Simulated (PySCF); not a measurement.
Calculation: PBE-D3(BJ)/def2-TZVP (PySCF 2.14.0). All species are isolated molecules in the gas phase. One relaxed conformer stands for a flexible species; it need not be the lowest. 

Reference species (SMILES): `[OH]` (neutral, multiplicity 2).

```
Property                         Result
-----------------------------  --------
highest occupied spin orbital  -7.15 eV
```

Changed species: `O=[C]O` (O–C–O–H torsion 0°) (radical fragment; the reference has radical fragment).

Problem. What does the change do to the highest occupied spin orbital?

Solution. the highest occupied spin orbital increases by 1.51 eV, to -5.64 eV.
